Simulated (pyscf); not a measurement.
Structures and frequencies: ωB97X-D3(BJ)/def2-SVP in PySCF.

**Question.** PBE/def2-TZVP puts the barrier of H₃C–CH₂–F + methyl (CH₃•) -> H₃C–CH•–CH₃ + hydrogen fluoride (HF) (concerted two-bond exchange; doublet surface; C–F, C–H broken, C–C, F–H formed) at 32.7 kcal/mol and the reaction energy at -12.7 kcal/mol, from the separated reactants. What do B3LYP-D3(BJ)/def2-TZVP, PBE0-D3(BJ)/def2-TZVP, ωB97M-D3(BJ)/def2-TZVP give on the same structures?

**Answer.** B3LYP-D3(BJ): ΔE‡ = 38.7 kcal/mol, ΔE = -11.3 kcal/mol; PBE0-D3(BJ): ΔE‡ = 39.4 kcal/mol, ΔE = -13.4 kcal/mol; ωB97M-D3(BJ): ΔE‡ = 42.1 kcal/mol, ΔE = -12.0 kcal/mol. PBE's barrier lies under all of them, by 6.0 to 9.4 kcal/mol. Its reaction energy lies among theirs. Low barriers are usual for a GGA, whose delocalisation error favours stretched bonds. On the product side the descent ends in a complex (not fully relaxed), 5.6 kcal/mol under the separated species and 59.7 kcal/mol under the saddle at ωB97X-D3(BJ)/def2-TZVP. From the product side, H₂C=CH–CH₃ + H• + HF lies, by one bond made or cut, 13.3 kcal/mol under this saddle at ωB97M-D3(BJ). This is the saddle that the search found; another between the same sides may lie lower.
